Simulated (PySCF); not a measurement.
**One shape, several levels: S2F2 (Difluorodisulfane)**

We compute a comparison of 6 runs (B3LYP/6-311+G**, BLYP/6-311+G**, M06-L/6-311+G**, PBE0/6-311+G**, TPSS/6-311+G**, SCS-MP2/6-311+G**) of S2F2 (Difluorodisulfane). Input form: a Python script.

Program for the calculation: PySCF 2.14.0.

2 further runs of the same task are left out: 2 set aside as unsound or not needed.

## (1) The molecule

S2F2: 4 atoms, total charge 0, spin state singlet. SMILES: `FSSF`. The S3–F4 distance was set to 3.050 Å, away from the relaxed value. At this shape a bond of the SMILES string is far longer than usual.

Bond lengths: F1–S2 1.695 Å, S2–S3 1.921 Å. Angles: F1–S2–S3 106.1°.

## (2) The energy at B3LYP/6-311+G(d,p) (run 1)

Contents of job.py:

```python
from pyscf import gto, dft

mol = gto.M(
    atom='F -1.931592 -0.240305 -1.977511; S -0.583402 0.786875 -1.973311; S 0.931328 -0.322145 -1.567451; F 1.210900 -0.280260 1.469320',
    verbose=4,
    max_memory=1860,
    basis='6-311+g**',
)

mf = dft.RKS(mol, xc='b3lyp')
mf.grids.level = 5
mf.conv_tol = 1e-10
mf.kernel()
if not mf.converged:
    mf = mf.newton().run(mf.mo_coeff, mf.mo_occ)

e_tot = mf.e_tot
print(f'total energy: {e_tot:.8f} hartree')
```

Run with:

```sh
$ OMP_NUM_THREADS=1 python job.py
```

Output:

```text
PySCF version 2.14.0

[INPUT] num. atoms = 4
[INPUT] num. electrons = 50
[INPUT] charge = 0
[INPUT] spin (= nelec alpha-beta = 2S) = 0
[INPUT] symmetry False subgroup None
[INPUT] Mole.unit = angstrom
[INPUT] Symbol           X                Y                Z      unit          X                Y                Z       unit  Magmom
[INPUT]  1 F     -1.931592000000  -0.240305000000  -1.977511000000 AA   -3.650179864401  -0.454110636364  -3.736954198315 Bohr   0.0
[INPUT]  2 S     -0.583402000000   0.786875000000  -1.973311000000 AA   -1.102470000524   1.486978244267  -3.729017348592 Bohr   0.0
[INPUT]  3 S      0.931328000000  -0.322145000000  -1.567451000000 AA    1.759954852139  -0.608765822398  -2.962053103676 Bohr   0.0
[INPUT]  4 F      1.210900000000  -0.280260000000   1.469320000000 AA    2.288269364236  -0.529614643671   2.776612389346 Bohr   0.0

nuclear repulsion = 194.928561647931
number of shells = 48
number of NR pGTOs = 168
number of NR cGTOs = 104
basis = 6-311+g**
ecp = {}

[... 75 lines left out ...]
converged SCF energy = -996.03141338883
total energy: -996.03141339 hartree
```

Run time: 29 s. Hardware: 1 thread of Arm Neoverse V1, shared host; peak memory 0.54 GiB.

## (3) The energy at BLYP/6-311+G(d,p) (run 2)

Contents of geometry.xyz:

```xyz
4
F2S2
F     -1.931592    -0.240305    -1.977511
S     -0.583402     0.786875    -1.973311
S      0.931328    -0.322145    -1.567451
F      1.210900    -0.280260     1.469320
```

Contents of calc.py:

```python
from pyscf import gto, dft

system = gto.M(
    atom='geometry.xyz',
    verbose=3,
    max_memory=1860,
    basis='6-311+g**',
    charge=0,
)

mf = dft.RKS(system, xc='blyp')
mf.grids.level = 5
mf.conv_tol = 1e-10
mf.kernel()
if not mf.converged:
    mf = mf.newton().run(mf.mo_coeff, mf.mo_occ)

e_tot = mf.e_tot
print(f'total energy: {e_tot:.8f} hartree')
```

Run with:

```sh
$ OMP_NUM_THREADS=1 python calc.py
```

Output:

```text
SCF not converged.
SCF energy = -996.034804357921
converged SCF energy = -996.034910267888
total energy: -996.03491027 hartree
```

Run time: 87 s. Hardware: 1 thread of Arm Neoverse V1, shared host; peak memory 0.64 GiB.

Runs 3 to 5 aren't shown in full; the table further down has their settings and results.

## (4) The energy at SCS-MP2/6-311+G(d,p) (run 6)

Contents of job.py:

```python
from pyscf import gto, mp

mol = gto.M(
    atom=[
    ('F', (-1.931592, -0.240305, -1.977511)),
    ('S', (-0.583402, 0.786875, -1.973311)),
    ('S', (0.931328, -0.322145, -1.567451)),
    ('F', (1.210900, -0.280260, 1.469320)),
],
    basis='6-311+g**',
    verbose=4,
    max_memory=1860,
)

myscf = mol.RHF()
myscf.conv_tol = 1e-10
myscf.kernel()
if not myscf.converged:
    myscf = myscf.newton().run(myscf.mo_coeff, myscf.mo_occ)

pt = mp.MP2(myscf, frozen=12).run()
e_tot = myscf.e_tot + 1.2 * pt.e_corr_os + pt.e_corr_ss / 3
print('Final energy', e_tot)
```

Run with:

```sh
$ OMP_NUM_THREADS=1 python job.py
```

Output:

```text
PySCF version 2.14.0

[INPUT] num. atoms = 4
[INPUT] num. electrons = 50
[INPUT] charge = 0
[INPUT] spin (= nelec alpha-beta = 2S) = 0
[INPUT] symmetry False subgroup None
[INPUT] Mole.unit = angstrom
[INPUT] Symbol           X                Y                Z      unit          X                Y                Z       unit  Magmom
[INPUT]  1 F     -1.931592000000  -0.240305000000  -1.977511000000 AA   -3.650179864401  -0.454110636364  -3.736954198315 Bohr   0.0
[INPUT]  2 S     -0.583402000000   0.786875000000  -1.973311000000 AA   -1.102470000524   1.486978244267  -3.729017348592 Bohr   0.0
[INPUT]  3 S      0.931328000000  -0.322145000000  -1.567451000000 AA    1.759954852139  -0.608765822398  -2.962053103676 Bohr   0.0
[INPUT]  4 F      1.210900000000  -0.280260000000   1.469320000000 AA    2.288269364236  -0.529614643671   2.776612389346 Bohr   0.0

nuclear repulsion = 194.928561647931
number of shells = 48
number of NR pGTOs = 168
number of NR cGTOs = 104
basis = 6-311+g**
ecp = {}

[... 59 lines left out ...]
converged SCF energy = -993.753861194433
[... 1 line left out ...]
******** <class 'pyscf.mp.mp2.RMP2'> ********
nocc = 13, nmo = 92
frozen orbitals 12
E(RMP2) = -994.500358959606  E_corr = -0.746497765172829
E(SCS-RMP2) = -994.479216147307  E_corr = -0.725354952874155
E_corr(same-spin) = -0.1966642676922
E_corr(oppo-spin) = -0.549833497480629
Final energy -994.4792161473075
```

It took 3.9 s on 1 thread of Arm Neoverse V1, shared host; peak memory 0.28 GiB.

## (5) The series

| run | level | integration grid | frozen core orbitals | energy (Eh) | dipole moment (D) of the reference | HOMO energy (eV) | LUMO energy (eV) | wall time |
| --- | --- | --- | --- | --- | --- | --- | --- | --- |
| 1 | B3LYP/6-311+G** | 5 | – | -996.031413 | 7.08 | -8.40 | -6.64 | 29 s |
| 2 | BLYP/6-311+G** | 5 | – | -996.034910 | 6.63 | -6.75 | -6.74 | 87 s |
| 3 | M06-L/6-311+G** | 5 | – | -995.969691 | 6.60 | -7.20 | -6.87 | 63 s |
| 4 | PBE0/6-311+G** | 5 | – | -995.513559 | 7.07 | -8.54 | -6.52 | 30 s |
| 5 | TPSS/6-311+G** | 5 | – | -996.078998 | 6.44 | -7.01 | -6.89 | 95 s |
| 6 | SCS-MP2/6-311+G** | – | 12 | -994.479216 | 10.47 | -10.51 | -4.16 | 3.9 s |

## (6) What came out

```
                                           quantity          value
                                run 6: total energy  -994.47922 Eh
        run 6: dipole moment (Hartree–Fock density)        10.47 D
         run 6: HOMO energy (Hartree–Fock orbitals)      -10.51 eV
         run 6: LUMO energy (Hartree–Fock orbitals)       -4.16 eV
       run 6: HOMO–LUMO gap (Hartree–Fock orbitals)        6.35 eV
run 6: correlation energy (12 core orbitals frozen)     -725.4 mEh
```

**Reading.** Over runs 1, 2, 3, 4, 5 the dipole moment (its size) runs from 6.44 D (TPSS/6-311+G**) to 7.08 D (B3LYP/6-311+G**). Over runs 1, 2, 3, 4, 5 the HOMO–LUMO gap runs from 0.01 eV (BLYP/6-311+G**) to 2.02 eV (PBE0/6-311+G**). Totals of different functionals can't be ranked against each other. In runs 1, 2, 3, 4, 5, 6 a closed-shell determinant meets a far-stretched bond, which it describes badly. All runs together took 5.1 min, the longest 95 s.
